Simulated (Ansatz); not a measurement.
One crystal and one scan (energy against volume) at two levels, PBE (plane waves to 420 eV, PAW, scalar-relativistic; Ansatz, a quantum-chemistry and plane-wave program) and r2SCAN (plane waves to 500 eV, PAW, scalar-relativistic; Ansatz), each from its own relaxed cell and on its own mesh.

The crystal is GaAs (zinc blende); the cell is scaled evenly about its relaxed volume V₀.

Energies are smeared free energies. GaAs was relaxed with its symmetry unable to fall. Both scans cover V/V₀ from 0.900 to 1.100.

```
quantity                                                 run 1  run 2
-------------------------------------------------------  -----  -----
Lattice constant a (Å)                                   5.746  5.667
Pressure at the smallest volume (GPa)                     8.20   9.69
Energy cost of the largest compression (meV/atom)         54.8   62.4
Energy cost of the largest expansion (meV/atom)           37.1   42.9
Bulk modulus B₀ (third-order Birch-Murnaghan fit) (GPa)   60.4   72.2
Pressure derivative B₀′ (fit)                              4.8    4.6
Pressure for 5 % compression (fit) (GPa)                   3.5    4.2
```

Which run is which level?

Run 1 is PBE, run 2 is r2SCAN. PBE gives the higher value for: lattice constant a. PBE gives the lower value for: pressure at the smallest volume; energy cost of the largest compression; energy cost of the largest expansion; bulk modulus B₀; pressure for 5 % compression. For the lattice constant a the reference is 5.64 Å (measured, corrected to the static lattice; as given in Daniel Mejia-Rodriguez, S. B. Trickey, Physical Review B (2018), arXiv:1807.09216): r2SCAN lies nearer. For the bulk modulus B₀ the reference is 76.7 GPa (measured, corrected to the static lattice; as given in Daniel Mejia-Rodriguez, S. B. Trickey, Physical Review B (2018), arXiv:1807.09216): r2SCAN lies nearer. 

(Under strain, the slope of the energy per volume gives the stress and its curvature an elastic modulus.)
